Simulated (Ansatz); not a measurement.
```yaml
crystal:
  periodic: [false, false, false]
  atoms:
    - {symbol: N, position_ang: [-1.402284, -0.663234, 0.033868]}
    - {symbol: C, position_ang: [-0.381156, -0.185792, -0.566146]}
    - {symbol: Al, position_ang: [1.059337, 0.476595, 0.618354]}
    - {symbol: H, position_ang: [-2.115828, -0.996643, -0.622591]}
    - {symbol: H, position_ang: [-0.338488, -0.164643, -1.668707]}
    - {symbol: H, position_ang: [0.843168, 0.416611, 2.182756]}
    - {symbol: H, position_ang: [2.396452, 1.049206, -0.023235]}
basis:
  gaussian: {orbitals: cc-pVTZ-DK}
magnetization: {spin_polarized: true, initial_magnetization: 0}
hamiltonian: {xc: {name: HF}, dispersion: d4}
output: {forces: true}
```

```sh
$ ansatz run in.yaml --threads 2 --pin off --events-out ev --progress --plain --max-ram 4352MiB
```

Shortened log:

```
Functional definition: HF
1031 factors; their error is unknown
mean field evaluation 1: about -9168.8678 eV, gradient 2.0e1 eV
mean field evaluation 2: about -9170.4373 eV, gradient 1.2e1 eV
mean field evaluation 4: about -9171.0018 eV, gradient 8.4e-1 eV
mean field evaluation 8: about -9171.0064 eV, gradient 1.0e-1 eV
mean field evaluation 64: about -9171.2112 eV, gradient 7.4e-1 eV
mean field -9171.25910934 eV, -337.0375557655 hartree, gradient 1.1e-5 eV, S^2 0.036139; 2 other end points of the search recorded, 0 dependent functions left out
reference -9171.25910934 eV, -337.0375557655 hartree; 15, 15 occupied and 135, 135 virtual orbitals, 1031 factors
Total energy: -9171.62427199 eV, -337.0509752455 hartree
Relativity: scalar
Atom 0 at    -1.402284    -0.663234     0.033868 Å, force     0.074040     0.031367    -0.986936 eV/Å
Atom 1 at    -0.381156    -0.185792    -0.566146 Å, force    -0.490109    -0.225350    -0.016618 eV/Å
Atom 2 at     1.059337     0.476595     0.618354 Å, force     0.032786     0.014117     0.090206 eV/Å
Atom 3 at    -2.115828    -0.996643    -0.622591 Å, force     0.555559     0.261977     0.515064 eV/Å
Atom 4 at    -0.338488    -0.164643    -1.668707 Å, force    -0.122463    -0.060212     0.468949 eV/Å
Atom 5 at     0.843168     0.416611     2.182756 Å, force     0.034112     0.013046    -0.107605 eV/Å
Atom 6 at     2.396452     1.049206    -0.023235 Å, force    -0.083924    -0.034944     0.036939 eV/Å
Dipole moment:     0.045747     0.022654    -0.397260 e Å
```

Hardware: 2 threads of an Arm Neoverse V2 on a shared host. Wall time 4.1 s, peak host memory 0.38 GiB.
